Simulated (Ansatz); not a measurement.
A nudged elastic band was laid between two geometries of CH4BN (7 atoms, charge 0, multiplicity 1).

Computed with RKS PBE0-D4/def2-SVP (Ansatz 0.2.0).

```json
{"movable images": "9", "climbing image": "yes", "spring": "5.0 eV/Å²", "optimiser": "quadratic models (default)", "start path": "IDPP", "force threshold": "0.05 eV/Å", "iteration limit": "60", "end points": "relaxed"}
```

Image 0:

```xyz
7
Properties=species:S:1:pos:R:3
B -0.898 0.362 -0.601
C 0.347 0.076 0.313
N 0.863 -1.098 0.298
H -1.332 -0.528 -1.287
H -1.411 1.457 -0.616
H 0.764 0.879 0.954
H 1.667 -1.148 0.938
```

Image 10:

```xyz
7
Properties=species:S:1:pos:R:3
B -0.897 0.362 -0.602
C 0.347 0.077 0.313
N 0.859 -1.098 0.303
H -1.408 1.458 -0.625
H -1.332 -0.533 -1.282
H 0.768 0.882 0.950
H 1.663 -1.148 0.943
```

**Question.** Which bonds break or form, and what moves?

**Answer.** No bond is made or broken. The dihedral H4–B1–C2–N3 goes from 0 to -180°. The two ends are copies of one structure, up to a mirror image or an exchange of like atoms.

**Question.** Give the energies along the band, and the barrier.

**Answer.** The forces met the threshold. The highest image is number 5 of 0 to 10, 0.047 eV above the ends, which have the same energy within 2 meV. A vibrational analysis at the climbing image gives one clearly imaginary mode, 178i cm⁻¹: a first-order saddle point.

| image | path coordinate (Å) | energy (eV) | dihedral H4–B1–C2–N3 (°) |
| --- | --- | --- | --- |
| 0 | 0.00 | 0.000 | 0 |
| 1 | 0.34 | 0.001 | -18 |
| 2 | 0.69 | 0.005 | -36 |
| 3 | 1.03 | 0.017 | -55 |
| 4 | 1.38 | 0.036 | -73 |
| 5 | 1.72 | 0.047 | -90 |
| 6 | 2.07 | 0.037 | -107 |
| 7 | 2.42 | 0.018 | -123 |
| 8 | 2.77 | 0.005 | -141 |
| 9 | 3.13 | 0.001 | -160 |
| 10 | 3.48 | 0.000 | -180 |

**Question.** What is the geometry of the highest image?

**Answer.** 
```xyz
7
Properties=species:S:1:pos:R:3
B -0.804 0.289 -0.733
C 0.425 0.066 0.209
N 0.401 -0.929 1.006
H -0.831 -0.223 -1.828
H -1.725 0.989 -0.383
H 1.279 0.781 0.157
H 1.255 -0.973 1.572
```

**Question.** What are the harmonic wavenumbers there?

**Answer.** 178i, 157, 519, 885, 913, 1011, 1141, 1191, 1198, 1413, 1739, 2586, 2682, 2961, 3474 cm⁻¹.

The run took 100 s on 1 thread of Intel(R) Xeon(R) Processor @ 2.70GHz, on a shared host, peak memory 0.12 GiB.
